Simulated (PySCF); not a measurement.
## Exact simulation of a proton spin system

Molecule: SMILES C1C=C1, C3H4.

Bonds (- single, = double, # triple, : aromatic): C1=C2 1.297 Å, C2-C3 1.500 Å, C3-C1 1.500 Å. C1 carries H4; C2 carries H5; C3 carries H6, H7.

[PySCF 2.14.0 with density-fitted response routines: coordinates at the PBE0-D3(BJ)/def2-SVP level; PBE0/pcSseg-1 with gauge-including orbitals; J: B3LYP/pcJ-1; gas phase; relativity neglected; averaged over atoms made equivalent by symmetry, fast rotation or ring inversion; one computed conformer]

Referencing at the same level of theory: ¹H (31.27 ppm) vs TMS.

Shifts (ppm): H4/H5 7.29, H6/H7 1.16.
Couplings (Hz): H4–H5: 1.5; H4–H6, H4–H7, H5–H6, H5–H7: -2.3; H6–H7: 9.3.

The 4-spin Hamiltonian (Zeeman plus full scalar coupling among like nuclei) was diagonalised exactly; lines are Lorentzian, 0.5 Hz wide, and the maxima above 3 % are listed with the tallest set to 100.

Problem. Give the ¹H peak list of this spin system at 60 MHz.

Solution. 
Hz from δ = 0 (height): 439.7 (50), 437.4 (100), 435.1 (51), 71.9 (51), 69.6 (100), 67.3 (50)

Problem. And at 400 MHz?

Solution. 
```json
{"Hz": "2918.3", "ppm": "7.296", "height": "51"}
{"Hz": "2916.0", "ppm": "7.290", "height": "100"}
{"Hz": "2913.7", "ppm": "7.284", "height": "51"}
{"Hz": "466.3", "ppm": "1.166", "height": "51"}
{"Hz": "464.0", "ppm": "1.160", "height": "100"}
{"Hz": "461.7", "ppm": "1.154", "height": "51"}
```

Problem. Among coupled protons with different shifts, which pair is furthest from first order, and how does the field change that?

Solution. H4 and H6: Δν/J is about 159.9 at 60 MHz (close to first order) and 1066.1 at 400 MHz (close to first order). J in Hz doesn't depend on the field, while Δν in Hz grows in proportion to it.

Unscaled 3J(H,H) at this level run about 10 % above measured values.
